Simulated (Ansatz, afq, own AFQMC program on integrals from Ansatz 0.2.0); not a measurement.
# AFQMC, coupled cluster and functionals along a coordinate of HCl + F, doublet

```xyz
3

Cl    0.0000    0.0000   -1.2426
H     0.0000    0.0000    0.0362
F     0.0000    0.0000    1.2064
```

A hydrogen atom is moved from one rigid fragment to the other; the Cl1–H2 distance tells how far. The two fragments are held close together, so this isn't a minimum-energy path and the start is a compressed complex. Energies in mEh count from this geometry (1.279 Å) at the same level; the start stands on UHF, each point on the determinant named.

Basis cc-pVTZ. Noble-gas cores (and the filled d shells of Ga–Kr and In–Xe) are frozen. AFQMC by an in-house program on the Cholesky factors that Ansatz 0.2.0 writes for its CCSD(T) run. The CISD trial takes its coefficients from CCSD amplitudes. Released means that phaseless walkers are propagated on without the constraint, phases kept. Error bars are statistical, one sigma.

Cautions, each for one point or more: the ph-AFQMC/CISD walk drifts between its halves; the search met a lower determinant of the same kind, perhaps of another symmetry.

```tsv
r(Cl1–H2) / Å	det.	T1	weight	⟨S²⟩	CCSD(T)	ph-AFQMC/CISD	released AFQMC	CCSDT(Q)	MP2	PBE
1.356	UHF	0.021	0.87	0.80	-10.2	-10.1 ± 0.3	–	-10.1	-13.7	-10.2
1.395	UHF	0.015	0.88	0.79	-15.8	-15.7 ± 0.3	-14.9 ± 0.5*	-15.6	-22.4	–
1.433	UHF	0.012	0.88	0.78	-21.2	-21.9 ± 0.3	-20.3 ± 0.5*	-20.9	-29.9	–
1.472	UHF†	0.014	0.88	0.76	-27.0	-27.9 ± 0.3	–	-26.6	-38.7	-19.5
1.549	UHF†	0.011	0.89	0.76	-33.9	-34.3 ± 0.3	–	-33.3	-45.3	-18.2
```

Weight is that of the determinant in the CISD state; at the start T1 is 0.027 and the weight 0.86, and ⟨S²⟩ is 0.78. An asterisk marks released energies that aren't shown to be converged. A dagger marks points whose determinant fills other symmetries than the start's, so the wave-function levels may follow another state there, or a degenerate partner. A dash marks a missing value, a released energy that hasn't settled or a functional that sits on another state. Largest departures from CCSDT(Q), at the points where its series has closed: CCSD(T) -0.5 mEh at 1.549 (on UHF), ph-AFQMC/CISD -1.3 mEh at 1.472 (on UHF), MP2 -12.1 mEh at 1.472 (on UHF). The functionals aren't scored here. In total energy ph-AFQMC/CISD lies 43 ± 6 meV above CCSDT(Q) at the start, so its agreement along the curve rests in part on cancellation.

Some points may be missing: those where a free walk finds a much lower state, and past Zn most of those on another determinant than at the start.

A walk keeps the symmetry of its determinant, which the program's search chose and which needn't be the lowest solution, so a lower state of the same spin and another symmetry isn't excluded.
